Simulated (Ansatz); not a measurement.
One elementary step

Start structure (CH7BO, closed shell), relaxed at PBE0-D4/def2-TZVP:

B1  (-1.032, -0.101, -1.246)
O2  (-0.031, 0.078, -0.373)
C3  (0.414, -0.951, 0.489)
H4  (-1.329, 0.837, -1.927)
H5  (-1.587, -1.165, -1.319)
H6  (0.841, 2.225, 0.858)
H7  (1.106, 2.705, 1.366)
H8  (1.468, -1.151, 0.284)
H9  (0.317, -0.611, 1.521)
H10  (-0.167, -1.866, 0.346)
(Å)

The step: CH₅BO ([BH2][O][CH3]) + H₂ → CH₄O ([CH3][OH]) + BH₃ (still joined by a long B–O bond); bonds formed: B1–H7, O2–H6; bonds broken: H6–H7; bonds weakened to dative contacts: B1–O2. Ansatz 0.2.0; basis: def2-TZVPP and def2-QZVPP; cores frozen in the correlated methods. Extrapolation: Hartree–Fock as exp(−7.88 √X), correlation as X^−2.97. Energies below are by CCSD(T) at an estimated basis limit (MP2 extrapolated from triple and quadruple zeta, plus CCSD(T) − MP2 in triple zeta).

(1) What are the electronic barrier and the energy of the step, from the start structure to the end structure? (An estimate is asked for; the value comes from the calculation.)

The T1 diagnostic stays at or below 0.015.

## Answers

(1) By the calculation: Barrier 1.734 eV; step energy 0.593 eV (uphill); reverse barrier, their difference, 1.141 eV. Barrier and step energy count from the start structure, the reverse barrier from the end structure.

The saddle point: One imaginary mode of 1334i cm⁻¹.
```json
{"pair": "B1–H7", "start (Å)": "4.39", "saddle (Å)": "1.34", "end (Å)": "1.21"}
{"pair": "O2–H6", "start (Å)": "2.62", "saddle (Å)": "1.27", "end (Å)": "0.96"}
{"pair": "B1–O2", "start (Å)": "1.34", "saddle (Å)": "1.56", "end (Å)": "1.64"}
{"pair": "H6–H7", "start (Å)": "0.75", "saddle (Å)": "1.02", "end (Å)": "2.52"}
```

Zero-point energy (harmonic, PBE0-D4): ZPE is 2.054 eV at the start and 2.170 eV at the saddle, so the barrier goes from 1.734 to 1.850 eV.

Labels in which every atom is bracketed show which atoms are joined, not bond orders.

For scale, one of the runs: CCSD(T)/def2-TZVPP, 191 basis functions, launched by `ansatz run in.yaml --threads 2 --pin off --events-out ev --progress --plain --max-ram 4352MiB`. Hardware: 2 CPU threads of an AMD EPYC 9R45, shared host. Wall time 19 s; peak host memory 2.2 GiB.
